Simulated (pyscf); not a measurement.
Four-centre exchange: H₂N–SiH(Cl)–Cl + NH₃ → H₂N–SiH(NH₂)–Cl + HCl

Gas phase, singlet surface, charge 0. Bonds broken: Si2–Cl3, N8–H9. Bonds formed: Si2–N8, Cl3–H9. PySCF, gas phase, ωB97X-D3(BJ)/def2-SVP geometries.

Transition state (Å):

```xyz
11

N      1.0812    -0.7204    -0.7085
Si    -0.5797    -0.9967    -0.8117
Cl    -0.4035     1.7003     0.1952
Cl    -1.8865    -0.2114    -2.1835
H      1.4165     0.2261    -0.5475
H      1.7435    -1.3823    -1.0975
H     -0.6998    -2.4664    -1.0165
N     -1.4651    -0.8091     0.8289
H     -1.2403     0.2474     0.9900
H     -1.0727    -1.3932     1.5712
H     -2.4748    -0.9600     0.7663
```

One imaginary mode, 167i cm⁻¹; descent along it reached the two sides named, in the forms told below.

```
bond     change  reactant side (Å)  saddle  product side
-------  ------  -----------------  ------  ------------
Si2–Cl3  breaks              2.192     2.9           3.8
N8–H9    breaks              1.023   1.092         1.813
Si2–N8    forms              2.059   1.874         1.752
Cl3–H9    forms              2.473   1.855         1.325
```

Electronic energies relative to the separated reactants (eV):

```tsv
level	barrier	reaction energy	reverse barrier
ωB97X-D3(BJ)/def2-TZVP	0.41	+0.40	0.02
PBE/def2-TZVP	0.37	+0.38	-0.01
r²SCAN/def2-TZVP	0.35	+0.36	0.00
B3LYP-D3(BJ)/def2-TZVP	0.36	+0.34	0.02
PBE0-D3(BJ)/def2-TZVP	0.32	+0.37	-0.05
M06-2X/def2-TZVP	0.38	+0.30	0.09
ωB97M-D3(BJ)/def2-TZVP	0.39	+0.33	0.07
HF/def2-TZVP	0.88	+0.30	0.58
```

With ωB97M-D3(BJ)/def2-TZVP energies and thermal terms (ideal gas, 1 atm, RRHO with modes under 100 cm⁻¹ raised to 100, one conformer, R ln 2 for chiral ones without a mode under 150 cm⁻¹), in eV:

```json
[
 {"T (K)": "298", "ΔH‡": "0.43", "ΔG‡": "0.94", "ΔH": "+0.25", "ΔG": "+0.26"},
 {"T (K)": "600", "ΔH‡": "0.42", "ΔG‡": "1.47", "ΔH": "+0.28", "ΔG": "+0.26"},
 {"T (K)": "900", "ΔH‡": "0.43", "ΔG‡": "1.99", "ΔH": "+0.30", "ΔG": "+0.25"},
 {"T (K)": "1200", "ΔH‡": "0.45", "ΔG‡": "2.51", "ΔH": "+0.33", "ΔG": "+0.22"}
]
```

On the reactant side the descent ends in an adduct with a N–Si contact (not fully relaxed), 0.13 eV over the separated species and 0.28 eV under the saddle at ωB97X-D3(BJ)/def2-TZVP. On the product side the descent ends in a complex, 0.34 eV under the separated species and 0.36 eV under the saddle at ωB97X-D3(BJ)/def2-TZVP. At PBE, PBE0-D3(BJ) the saddle lies under the separated products, which points to a path from their complex (located at ωB97X-D3(BJ) alone), and parting the products costs more than the saddle. What is counted as formed (N–Si) is already present as a longer contact in the reactant adduct; forming that adduct is a step of its own. One saddle was located; it need not be the lowest between these sides.
